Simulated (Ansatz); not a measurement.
Basis-set extrapolation for `[F][Al]([F])[F]` (PBE0-D4/def2-TZVP geometry, frozen core, Ansatz). Multiplicity 1, RHF reference.

```json
{"": "HF", "def2-TZVPP": "-540.618332", "def2-QZVPP": "-540.641568"}
{"": "MP2 correlation", "def2-TZVPP": "-0.824266", "def2-QZVPP": "-0.904382"}
{"": "CCSD(T) correlation", "def2-TZVPP": "-0.844610", "def2-QZVPP": "-0.923531"}
```

Energies in hartree. Use E(X) = E(∞) + A·exp(−7.88·√X) for Hartree–Fock and E(X) = E(∞) + B·X^(−2.97) for correlation, with X = 3 and 4.

What is the CCSD(T) energy at the basis-set limit?

HF limit: -540.641568 + (-0.023236) × 0.13774 = -540.64477. Correlation limit: -0.923531 + (-0.078921) × 0.74074 = -0.98199. Total: -541.62676 hartree, 102.8 kcal/mol below CCSD(T)/def2-TZVPP.
